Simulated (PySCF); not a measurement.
Species, as SMILES: [SiH2] (SiH2) (closed-shell singlet).
Geometry (B3LYP-D3(BJ)/def2-TZVP, fixed):
```xyz
3

Si     0.0052     0.0009     0.1327
H     -0.0342     1.0849    -0.9366
H     -0.0389    -1.0973    -0.9218
```
Charge 0, spin multiplicity 1.

How fast the isotropic shielding of Si1 converges with the basis for several methods (PySCF): deviation from each method's own reference, in ppm. References: HF -362.42 ppm, the value in pcSseg-3; PBE -534.17 ppm, the value in pcSseg-3; PBE0 -499.93 ppm, the value in pcSseg-3. All functions are spherical. Core-valence sets carry the plain set on hydrogen. No added dispersion term, no relativity. GIAO; atoms are numbered in the order shown.

```csv
basis,functions,HF,PBE,PBE0
6-31G*,22,92.68,85.96,82.12
6-311G**,38,-34.69,-27.53,-28.68
pcseg-2,62,-5.12,-12.58,-11.22
cc-pV(T+d)Z,67,35.56,38.98,40.30
pcSseg-2,71,-17.84,-13.00,-12.92
cc-pCVTZ,87,3.58,9.22,8.28
cc-pV(Q+d)Z,124,96.69,86.93,87.61
def2-QZVPP,130,-6.56,-10.78,-10.12
```

Mean absolute deviation over 6-311G**, pcseg-2, cc-pV(T+d)Z, pcSseg-2, cc-pCVTZ: HF 19.36, PBE 20.26, PBE0 20.28 ppm.
